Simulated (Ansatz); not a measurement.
**Titanium, hcp under RPBE: from relaxation to bulk modulus**

Aim: take titanium in the hcp structure, solve it on a dense k-mesh, switch on spin-orbit coupling, then scale the cell to 7 volumes from 88 to 112 % of the relaxed one and try a fit of the equation of state. The k-meshes are 20×20×11 for the dense run; 12×12×7 for spin-orbit coupling; 20×20×11 for the volumes.

Method: DFT RPBE, plane waves (420 eV) with PAW, scalar-relativistic; PBE-made PAW files, in Ansatz 0.2.0.

1 further run of the same task is left out (for a known fault of the program).

**1. The system as given**

The structure is hexagonal, space group P6_3/mmc (No. 194). The conventional cell has a = 2.968 Å, b = 2.968 Å, c = 4.701 Å, α = 90.00°, β = 90.00°, γ = 120.00°. Ti (site symmetry -6m2) is surrounded by 12 Ti at 2.91 to 2.97 Å.

Structure file:

```cif
data_structure
_symmetry_space_group_name_H-M 'P6_3/mmc'
_symmetry_Int_Tables_number 194
_cell_length_a 2.9677
_cell_length_b 2.9677
_cell_length_c 4.7006
_cell_angle_alpha 90.000
_cell_angle_beta 90.000
_cell_angle_gamma 120.000
_cell_volume 35.85
loop_
_atom_site_label
_atom_site_type_symbol
_atom_site_symmetry_multiplicity
_atom_site_Wyckoff_symbol
_atom_site_fract_x
_atom_site_fract_y
_atom_site_fract_z
_atom_site_occupancy
Ti1 Ti 2 c 0.33333 0.66667 0.25000 1
```

**2. The energy on a finer k-mesh**

The input, input.yaml:

```yaml
crystal:
  lattice:
    - [2.9676858654, 0.0, 0.0]
    - [-1.4838429327, 2.5700913499, 0.0]
    - [0.0, 0.0, 4.7005998835]
  atoms:
    - { symbol: Ti, position: [0.3333333333, 0.6666666667, 0.25] }
    - { symbol: Ti, position: [0.6666666667, 0.3333333333, 0.75] }
hamiltonian:
  xc: rpbe
  pseudopotentials:
    kind: paw
    azcp:
      Ti: "pseudopotentials/Ti.paw.azcp"
basis:
  ecutwfc: 420
  fft_grid_basis: typed
kpoints:
  mp_grid: { grid: [20, 20, 11], shift: [0, 0, 0] }
magnetization:
  spin_polarized: false
scf:
  occupations: { method: fermi_dirac, width: 0.1 }
```

**3. With spin-orbit coupling**

Changes to input.yaml since step 2:

```diff
@@ -11,3 +11,3 @@
   pseudopotentials:
-    kind: paw
+    kind: paw_fr
     azcp:
@@ -18,5 +18,6 @@
 kpoints:
-  mp_grid: { grid: [20, 20, 11], shift: [0, 0, 0] }
+  mp_grid: { grid: [12, 12, 7], shift: [0, 0, 0] }
 magnetization:
-  spin_polarized: false
+  noncollinear: true
+  spin_orbit: true
 scf:
```

**4. Equation of state: 88 %**

The input, input.yaml:

```yaml
crystal:
  lattice:
    - [2.843885797, 0.0, 0.0]
    - [-1.4219428985, 2.4628773456, 0.0]
    - [0.0, 0.0, 4.5045095243]
  atoms:
    - { symbol: Ti, position: [0.3333333333, 0.6666666667, 0.25] }
    - { symbol: Ti, position: [0.6666666667, 0.3333333333, 0.75] }
hamiltonian:
  xc: rpbe
  pseudopotentials:
    kind: paw
    azcp:
      Ti: "pseudopotentials/Ti.paw.azcp"
basis:
  ecutwfc: 420
  fft_grid_basis: typed
kpoints:
  mp_grid: { grid: [20, 20, 11], shift: [0, 0, 0] }
magnetization:
  spin_polarized: false
scf:
  occupations: { method: fermi_dirac, width: 0.1 }
output:
  stress: true
```

**5. Equation of state: 92 %**

Changes to input.yaml since step 4:

```diff
@@ -2,5 +2,5 @@
   lattice:
-    - [2.843885797, 0.0, 0.0]
-    - [-1.4219428985, 2.4628773456, 0.0]
-    - [0.0, 0.0, 4.5045095243]
+    - [2.8863381124, 0.0, 0.0]
+    - [-1.4431690562, 2.4996421292, 0.0]
+    - [0.0, 0.0, 4.5717509232]
   atoms:
```

**6. Equation of state: 96 %**

Changes to input.yaml since step 5:

```diff
@@ -2,5 +2,5 @@
   lattice:
-    - [2.8863381124, 0.0, 0.0]
-    - [-1.4431690562, 2.4996421292, 0.0]
-    - [0.0, 0.0, 4.5717509232]
+    - [2.9275770856, 0.0, 0.0]
+    - [-1.4637885428, 2.5353561277, 0.0]
+    - [0.0, 0.0, 4.6370704757]
   atoms:
```

**7. Equation of state: 100 %**

Changes to input.yaml since step 6:

```diff
@@ -2,5 +2,5 @@
   lattice:
-    - [2.9275770856, 0.0, 0.0]
-    - [-1.4637885428, 2.5353561277, 0.0]
-    - [0.0, 0.0, 4.6370704757]
+    - [2.9676858654, 0.0, 0.0]
+    - [-1.4838429327, 2.5700913499, 0.0]
+    - [0.0, 0.0, 4.7005998835]
   atoms:
```

**8. Equation of state: 104 %**

Changes to input.yaml since step 7:

```diff
@@ -2,5 +2,5 @@
   lattice:
-    - [2.9676858654, 0.0, 0.0]
-    - [-1.4838429327, 2.5700913499, 0.0]
-    - [0.0, 0.0, 4.7005998835]
+    - [3.0067388421, 0.0, 0.0]
+    - [-1.503369421, 2.6039122198, 0.0]
+    - [0.0, 0.0, 4.7624569755]
   atoms:
```

**9. Equation of state: 108 %**

Changes to input.yaml since step 8:

```diff
@@ -2,5 +2,5 @@
   lattice:
-    - [3.0067388421, 0.0, 0.0]
-    - [-1.503369421, 2.6039122198, 0.0]
-    - [0.0, 0.0, 4.7624569755]
+    - [3.0448028682, 0.0, 0.0]
+    - [-1.5224014341, 2.6368766334, 0.0]
+    - [0.0, 0.0, 4.8227476414]
   atoms:
```

**10. Equation of state: 112 %**

Changes to input.yaml since step 9:

```diff
@@ -2,5 +2,5 @@
   lattice:
-    - [3.0448028682, 0.0, 0.0]
-    - [-1.5224014341, 2.6368766334, 0.0]
-    - [0.0, 0.0, 4.8227476414]
+    - [3.0819382704, 0.0, 0.0]
+    - [-1.5409691352, 2.6690368351, 0.0]
+    - [0.0, 0.0, 4.881567434]
   atoms:
```

(Steps that only read results are left out.)

What does the calculation give? Wanted: space group; conventional cell; volume; shortest distance; gap on the mesh; V₀, B₀, B₀′.

**Answer**, as computed:

| quantity | value |
| --- | --- |
| space group (spins left aside) | P6_3/mmc (No. 194) |
| conventional cell | a = 2.968 Å, c = 4.701 Å (c/a = 1.584) |
| volume | 17.926 Å³/atom |
| shortest distance | 2.909 Å |
| gap on the mesh | none (levels filled in part) |
| V₀, B₀, B₀′ | 17.888 Å³/atom, 105 GPa, 3.6 |

What this shows: No gap shows: it is a metal or semimetal at this level. The total energy of the spin-orbit run (on a coarser mesh) lies -70 meV/atom from the scalar one; mesh and treatment of the core enter this figure, so it is no spin-orbit energy. B₀ comes out at 105 GPa; letting shape and positions relax at each volume could only lower it.
